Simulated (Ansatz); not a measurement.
A nudged elastic band was laid between two geometries of BClH$_{4}$S (7 atoms, charge 0, multiplicity 1).

Level of theory: Ansatz 0.2.0, RKS PBE/cc-pVDZ.

```json
{
  "movable images": "7",
  "climbing image": "yes",
  "spring": "5.0 eV/Å²",
  "optimiser": "quadratic models (default)",
  "start path": "through a guess of the saddle point",
  "force threshold": "0.03 eV/Å",
  "iteration limit": "60",
  "end points": "relaxed"
}
```

Initial state:

```xyz
7
Properties=species:S:1:pos:R:3
B 0.028 -0.104 0.115
Cl -0.611 0.557 1.712
H 1.209 0.119 -0.093
H -0.731 0.025 -0.831
S 0.081 -2.151 0.239
H -1.164 -2.393 0.761
H 0.670 -2.300 1.469
```

Final state:

```xyz
7
Properties=species:S:1:pos:R:3
B 0.194 -0.516 -0.747
Cl -0.212 -0.326 3.549
H 1.258 0.057 -0.781
H -0.800 -0.125 -1.314
S 0.180 -2.033 0.210
H -1.137 -2.378 0.058
H 0.000 -0.927 2.399
```

Q: Which bonds break or form, and what moves?

A: Bonds broken: B1–Cl2, S5–H7. Bonds formed: Cl2–H7. BClH4S becomes BH3S + ClH.

Q: What energy profile does the band end with?

A: It converged. The highest image is number 4 of 0 to 8, 14.2 kcal/mol above the first end and 7.1 kcal/mol above the last; the last end lies 7.1 kcal/mol above the first. A vibrational analysis at the climbing image gives one clearly imaginary mode, 369i cm⁻¹: a first-order saddle point. The orbitals stay closed-shell, which can raise the energy where a bond breaks towards radicals; this wasn't checked here.

```
image  path coordinate (Å)  energy (kcal/mol)  B1–Cl2 (Å)  S5–H7 (Å)  Cl2–H7 (Å)
    0                 0.00                0.0        1.84       1.37        3.14
    1                 0.46                0.7        1.85       1.37        2.87
    2                 0.92                2.9        1.86       1.37        2.46
    3                 1.38                8.1        1.95       1.45        1.92
    4                 1.85               14.2        2.21       1.81        1.47
    5                 2.44                9.4        2.83       2.25        1.33
    6                 3.03                7.4        3.43       2.50        1.32
    7                 3.62                7.1        3.90       2.50        1.31
    8                 4.21                7.1        4.32       2.46        1.31
```

Q: What is the geometry of the highest image?

A: 
```xyz
7
Properties=species:S:1:pos:R:3
B 0.131 -0.400 -0.071
Cl -0.220 0.198 2.025
H 1.225 0.074 -0.272
H -0.869 -0.030 -0.637
S 0.263 -2.284 0.315
H -1.071 -2.583 0.257
H 0.023 -1.224 1.757
```

Q: What are the harmonic wavenumbers there?

A: 369i, 310, 340, 498, 597, 701, 710, 819, 882, 952, 1098, 1385, 2551, 2596, 2673 cm⁻¹.

The run took 3 min on 1 thread of Arm Neoverse V2, with other jobs on the host, peak memory 0.11 GiB.
